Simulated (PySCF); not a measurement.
Compound: C₂H₄Al (charge -1).
SMILES: `C#[C][AlH3-]`

Level: PBE0/pcSseg-1 in PySCF, non-relativistic, on one gas-phase PBE0-D3(BJ)/def2-SVP geometry that isn't relaxed in the solvent. The solvent is an IEF-PCM continuum (Bondi radii, 1.10 Å for H, scaled by 1.2). Only the electrostatic response of the medium enters.

```csv
run,E − E(gas) (kcal/mol),HOMO (eV),HOMO–LUMO gap (eV)
gas,0.00,-2.45,7.78
P,-49.08,-6.60,8.04
Q,-44.44,-6.22,8.01
```

Task: The runs were made in chloroform and tetrahydrofuran. Which run belongs to which solvent?

Result: P = tetrahydrofuran, Q = chloroform. The dielectric constants are 4.711 (chloroform), 7.426 (tetrahydrofuran), and the energy falls further as ε rises. In this model the ground state sees the solvent through ε alone.

Task: How constant is the ratio of the lowering to 1 − 1/ε?

Result: 
```
        solvent  1 − 1/ε  E − E(gas) (kcal/mol)  ratio (kcal/mol)  polarisation term (kcal/mol)
     chloroform    0.788                 -44.44             -56.4                        -45.39
tetrahydrofuran    0.865                 -49.08             -56.7                        -50.32
```

The ratio changes by +0.5 % in size from chloroform to tetrahydrofuran. The polarisation term is half the interaction of the solute with the induced surface charges.
